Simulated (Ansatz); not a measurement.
Born–Oppenheimer molecular dynamics of H3NOSi (6 atoms, charge 0, multiplicity 1). It starts at the highest image of a converged band. Of that band: Neighbouring images differ by up to 1.3 eV, so the band resolves the path poorly. A vibrational analysis at the climbing image gives one clearly imaginary mode, 1331i cm⁻¹: a first-order saddle point.

Method: RKS PBE/def2-SVP (Ansatz 0.2.0).

* ensemble: NVE (velocity Verlet)
* time step: 0.5 fs
* steps asked: 200
* starting velocities drawn for: 300 K
* seed: 7783

Frames 2.5 fs apart, positions in Å, forces in eV/Å.

Velocities at 60.0 fs (Å/ps):

```
N 9.46 6.46 3.52
Si -9.43 -1.15 -12.45
O 1.44 -2.60 16.97
H 34.64 8.01 13.68
H 7.70 19.11 1.77
H 66.15 -43.38 12.97
```

```xyz
6
Properties=species:S:1:pos:R:3:forces:R:3 time_fs=60.0 energy_less_start_eV=-0.985 T=2207
N -1.140 -0.454 -0.105 1.32 1.44 -2.26
Si -0.448 0.372 -1.331 -1.02 -0.87 0.97
O 1.384 0.440 1.632 -0.52 1.86 -0.95
H -0.958 -0.758 0.827 -0.34 -0.54 1.26
H 1.204 1.429 1.337 0.24 -2.86 0.51
H 0.978 -0.145 0.934 0.32 0.97 0.46
6
Properties=species:S:1:pos:R:3:forces:R:3 time_fs=62.5 energy_less_start_eV=-1.050 T=2330
N -1.113 -0.435 -0.100 1.57 0.56 -0.02
Si -0.473 0.368 -1.361 -0.88 -0.76 0.91
O 1.387 0.437 1.673 -0.05 0.89 -0.04
H -0.885 -0.747 0.878 -0.71 0.25 -0.91
H 1.229 1.386 1.356 0.02 -1.98 0.01
H 1.151 -0.222 0.977 0.05 1.04 0.04
6
Properties=species:S:1:pos:R:3:forces:R:3 time_fs=65.0 energy_less_start_eV=-1.022 T=2282
N -1.080 -0.413 -0.095 1.43 0.36 0.27
Si -0.499 0.362 -1.389 -0.74 -0.61 0.75
O 1.390 0.435 1.714 0.80 -4.13 2.50
H -0.852 -0.724 0.886 -0.68 0.31 -1.04
H 1.253 1.256 1.364 -0.78 3.74 -2.11
H 1.327 -0.239 1.022 -0.04 0.33 -0.37
6
Properties=species:S:1:pos:R:3:forces:R:3 time_fs=67.5 energy_less_start_eV=-1.259 T=2730
N -1.041 -0.390 -0.090 0.82 0.95 -1.75
Si -0.527 0.356 -1.416 -0.60 -0.48 0.57
O 1.395 0.423 1.763 -0.12 0.54 -0.19
H -0.857 -0.688 0.845 -0.17 -0.39 1.15
H 1.242 1.275 1.278 0.09 -0.81 0.29
H 1.502 -0.234 1.049 -0.01 0.20 -0.06
6
Properties=species:S:1:pos:R:3:forces:R:3 time_fs=70.0 energy_less_start_eV=-1.149 T=2524
N -0.998 -0.363 -0.092 0.61 0.54 -0.87
Si -0.557 0.348 -1.441 -0.36 -0.20 0.09
O 1.400 0.411 1.811 -0.19 1.89 -2.82
H -0.875 -0.670 0.857 -0.18 -0.26 0.74
H 1.231 1.272 1.200 0.41 -2.53 1.98
H 1.674 -0.214 1.076 -0.29 0.56 0.89
6
Properties=species:S:1:pos:R:3:forces:R:3 time_fs=72.5 energy_less_start_eV=-1.303 T=2816
N -0.952 -0.335 -0.096 0.38 -0.51 1.90
Si -0.587 0.340 -1.466 -0.10 0.14 -0.55
O 1.404 0.405 1.850 0.56 -0.49 -1.32
H -0.903 -0.664 0.905 -0.19 0.45 -1.39
H 1.241 1.138 1.225 -0.40 0.48 0.39
H 1.831 -0.166 1.151 -0.27 -0.06 0.97
6
Properties=species:S:1:pos:R:3:forces:R:3 time_fs=75.0 energy_less_start_eV=-1.254 T=2728
N -0.905 -0.307 -0.094 0.10 -0.34 1.31
Si -0.617 0.332 -1.493 -0.01 0.20 -0.68
O 1.411 0.397 1.885 1.01 -2.45 1.72
H -0.942 -0.637 0.885 0.02 0.21 -0.67
H 1.223 1.039 1.261 -1.34 3.06 -2.07
H 1.974 -0.121 1.281 0.22 -0.68 0.39
6
Properties=species:S:1:pos:R:3:forces:R:3 time_fs=77.5 energy_less_start_eV=-1.332 T=2876
N -0.857 -0.281 -0.087 0.18 0.59 -1.33
Si -0.648 0.324 -1.520 0.00 0.05 -0.31
O 1.421 0.382 1.924 -0.24 1.28 -1.66
H -0.981 -0.601 0.835 -0.07 -0.57 1.59
H 1.143 1.077 1.214 0.53 -1.57 1.50
H 2.124 -0.109 1.437 -0.39 0.22 0.19
6
Properties=species:S:1:pos:R:3:forces:R:3 time_fs=80.0 energy_less_start_eV=-1.262 T=2742
N -0.809 -0.253 -0.084 -0.25 0.09 0.04
Si -0.678 0.317 -1.549 0.05 -0.05 0.00
O 1.430 0.370 1.958 -0.17 1.08 -1.47
H -1.022 -0.590 0.855 0.29 0.03 -0.07
H 1.089 1.044 1.237 1.24 -2.03 1.55
H 2.250 -0.085 1.603 -1.17 0.88 -0.04
6
Properties=species:S:1:pos:R:3:forces:R:3 time_fs=82.5 energy_less_start_eV=-1.217 T=2653
N -0.762 -0.225 -0.081 -0.74 -0.28 0.88
Si -0.709 0.309 -1.577 0.09 -0.18 0.47
O 1.439 0.362 1.987 0.93 -2.07 3.09
H -1.045 -0.578 0.875 0.74 0.53 -1.37
H 1.095 0.911 1.332 -0.55 1.51 -2.54
H 2.313 -0.014 1.766 -0.48 0.49 -0.53
6
Properties=species:S:1:pos:R:3:forces:R:3 time_fs=85.0 energy_less_start_eV=-1.262 T=2736
N -0.718 -0.197 -0.075 -0.39 0.51 -1.47
Si -0.739 0.301 -1.604 0.16 -0.39 1.22
O 1.450 0.347 2.027 -1.14 -0.51 2.10
H -1.028 -0.540 0.829 0.32 -0.06 0.25
H 1.083 0.840 1.304 0.12 0.43 -1.28
H 2.354 0.086 1.898 0.92 0.02 -0.81
6
Properties=species:S:1:pos:R:3:forces:R:3 time_fs=87.5 energy_less_start_eV=-1.122 T=2473
N -0.675 -0.167 -0.076 -0.06 1.09 -3.19
Si -0.768 0.293 -1.629 0.27 -0.48 1.70
O 1.458 0.330 2.074 -0.99 1.11 -1.75
H -0.993 -0.506 0.797 -0.10 -0.53 1.51
H 1.077 0.798 1.203 1.57 -1.51 2.27
H 2.431 0.192 1.984 -0.69 0.32 -0.54
```

Of the whole run (100 fs, mean temperature of the second half 2592 K): The conserved energy stayed within 0.52 meV per atom of its start (net change -0.32 meV per atom), so the integration is sound. The system heated up, since it started high on the potential surface and ran downhill. A run of 0.1 ps of so small a system gives no equilibrium averages. The orbitals stay closed-shell, which can raise the energy where a bond breaks towards radicals; this wasn't checked here.

The run took 3.4 min on 1 thread of Arm Neoverse V2 (shared host), peak memory 0.11 GiB.
